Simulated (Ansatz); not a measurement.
Basis-set extrapolation for the C atom (frozen core, Ansatz). Multiplicity 3, UHF reference.

```csv
,cc-pV(T+d)Z,cc-pV(Q+d)Z
HF,-37.691569,-37.693308
MP2 correlation,-0.066918,-0.072055
CCSD(T) correlation,-0.089193,-0.093232
```

Energies in hartree. Use E(X) = E(∞) + A·exp(−5.46·√X) for Hartree–Fock and E(X) = E(∞) + B·X^(−3.05) for correlation, with X = 3 and 4.

Question: What is the CCSD(T) energy at the basis-set limit?

Answer: HF limit: -37.693308 + (-0.001739) × 0.30130 = -37.69383. Correlation limit: -0.093232 + (-0.004039) × 0.71189 = -0.09611. Total: -37.78994 hartree, 0.25 eV below CCSD(T)/cc-pV(T+d)Z.
